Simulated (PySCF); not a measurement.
diphosphorus (P2), SMILES P#P. Atoms are numbered in the order given.

```xyz
2

P      0.0000     0.0000    -0.9442
P      0.0000     0.0000     0.9442
```
Charge 0, spin multiplicity 1.

Coordinates come from a B3LYP-D3(BJ)/def2-TZVPD optimisation.

Two levels are set side by side: PBE/pcSseg-2 (PySCF) and KT2/pcSseg-2 (PySCF). GIAO shifts against PH3 (³¹P) at the same level; non-relativistic, no solvent, atoms listed together averaged. Differences are taken from unrounded values.

```json
[
 {"quantity": "δ(³¹P) of P1, P2 (ppm)", "KT2": "847.0"}
]
```

What does PBE give, and how far is it from KT2? (The exact figures need the calculation; the answer reports its results.)


```
quantity                  PBE  PBE minus KT2
----------------------  -----  -------------
δ(³¹P) of P1, P2 (ppm)  896.8           49.9
```

Rough cost on one machine, each run with all the roots and properties that it gave: KT2 against PBE within a factor of 2.
